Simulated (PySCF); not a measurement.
Compound: C₃H₃F₃.
Atom-mapped SMILES: `[CH2:1]=[CH:2][C:3]([F:4])([F:5])[F:6]` (hydrogens: H7, H8 on C1; H9 on C2)

The same species was optimised twice, with GFN2-xTB and with PBE0-D3(BJ)/def2-SVP (PySCF), and the same property calculations (PySCF, gas phase) were run on both structures.

```
     coordinate  GFN2-xTB  PBE0-D3(BJ)/def2-SVP  change
      C1=C2 (Å)     1.319                 1.329  +0.010
      C3–F5 (Å)     1.346                 1.338  -0.008
      C3–F6 (Å)     1.346                 1.338  -0.008
      C3–F4 (Å)     1.339                 1.333  -0.006
      C2–C3 (Å)     1.498                 1.495  -0.003
   F4–C3–F6 (°)     106.6                 107.7    +1.1
   C2–C3–F4 (°)     113.7                 112.6    -1.1
   F4–C3–F5 (°)     106.6                 107.6    +1.0
   C2–C3–F6 (°)     111.7                 110.9    -0.8
   F5–C3–F6 (°)     106.1                 106.9    +0.8
   C2–C3–F5 (°)     111.8                 111.0    -0.8
   C1–C2–C3 (°)     122.9                 123.3    +0.4
C1–C2–C3–F4 (°)         0                     0       0
```

Rotational constants: A = 5479, B = 2940, C = 2867 MHz (GFN2-xTB) against A = 5477, B = 2957, C = 2883 MHz (PBE0-D3(BJ)/def2-SVP). Point groups within 0.08 Å: Cs and Cs.

On the GFN2-xTB structure: HOMO (eV) -8.88 [PBE0/pcSseg-1]; LUMO (eV) -0.82 [PBE0/pcSseg-1]; dipole (D) 2.51 [PBE0/pcSseg-1]; GIAO shielding of C1 (ppm) 55.9 [PBE0/pcSseg-1]; GIAO shielding of C2 (ppm) 51.2 [PBE0/pcSseg-1]; GIAO shielding of C3 (ppm) 55.1 [PBE0/pcSseg-1]; GIAO shielding of F4/F5/F6 (mean) (ppm) 255.4 [PBE0/pcSseg-1].

What do these properties become on the PBE0-D3(BJ)/def2-SVP structure?

| property | level | on GFN2-xTB | on PBE0-D3(BJ)/def2-SVP | change |
| --- | --- | --- | --- | --- |
| HOMO (eV) | PBE0/pcSseg-1 | -8.88 | -8.77 | +0.11 |
| LUMO (eV) | PBE0/pcSseg-1 | -0.82 | -0.79 | +0.03 |
| dipole (D) | PBE0/pcSseg-1 | 2.51 | 2.34 | -0.17 |
| energy, GFN2-xTB geometry as zero (kcal/mol) | PBE0/pcSseg-1 | 0.0 | -0.2 | -0.2 |
| GIAO shielding of C1 (ppm) | PBE0/pcSseg-1 | 55.9 | 53.4 | -2.5 |
| GIAO shielding of C2 (ppm) | PBE0/pcSseg-1 | 51.2 | 48.3 | -2.9 |
| GIAO shielding of C3 (ppm) | PBE0/pcSseg-1 | 55.1 | 57.2 | +2.1 |
| GIAO shielding of F4/F5/F6 (mean) (ppm) | PBE0/pcSseg-1 | 255.4 | 260.4 | +5.0 |

The heavy atoms differ by 0.011 Å rms after alignment. Among bonds between heavy atoms C1=C2 changes most (+0.010 Å). Changes are differences of the printed values. Neither structure is proved a minimum here.

Conformer computed: `[CH2:1]=[CH:2][C:3]([F:4])([F:5])[F:6]`: C1–C2–C3–F4 0°.
